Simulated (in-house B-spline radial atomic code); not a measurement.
# Functionals against successive ionisation energies: Ar to Ar⁶⁺

Ionisation energies as differences of self-consistent total energies from a B-spline radial code for spherical atoms: all electrons, radial basis limit, scalar-relativistic (one-electron X2C), spin-polarised at highest spin, spherical densities; exact exchange is averaged over the determinants of each configuration. No spin-orbit coupling, Breit or QED terms. NIST's values run from ground level to ground level, so in open shells the differences also hold multiplet and fine-structure energies that spherical high-spin averages miss. Columns give computed minus NIST, in eV; a star marks a semi-empirical value. Species are left out where the tabulated value is theory, is uncertain by more than 0.12 eV, or (13 ions, such as In⁴⁺, Te⁴⁺ and Bi⁴⁺) lies off its series for all methods alike, which flatters the means a little.

```
species  shell       NIST (eV)  LDA exchange-only    PBE   SCAN  r2SCAN   PBE0  B97-1
     Ar     3p           15.76              -1.29  +0.03  +0.41   +0.39  +0.04  -0.02
    Ar⁺     3p           27.63              -1.48  +0.06  +0.18   +0.15  +0.04  +0.05
   Ar²⁺     3p   40.73 ± 0.01*              -1.99  -0.24  -0.59   -0.60  -0.21  -0.14
   Ar⁵⁺     3p    91.29 ± 0.01              -1.59  -0.26  -0.47   -0.51  -0.23  -0.30
   Ar⁶⁺     3s  124.41 ± 0.06*              -2.06  -0.10  -1.07   -1.17  -0.36  0.00
```

Q: How do the methods rank, and which species is hardest?

A: Mean absolute (signed) differences: B97-1 0.10 (-0.08) eV; PBE 0.14 (-0.10) eV; PBE0 0.18 (-0.14) eV; SCAN 0.54 (-0.31) eV; r2SCAN 0.57 (-0.35) eV; LDA exchange-only 1.68 (-1.68) eV. For Ar⁵⁺, which loses a 3p electron, the nearest method is off by -0.23 eV, the largest such miss.
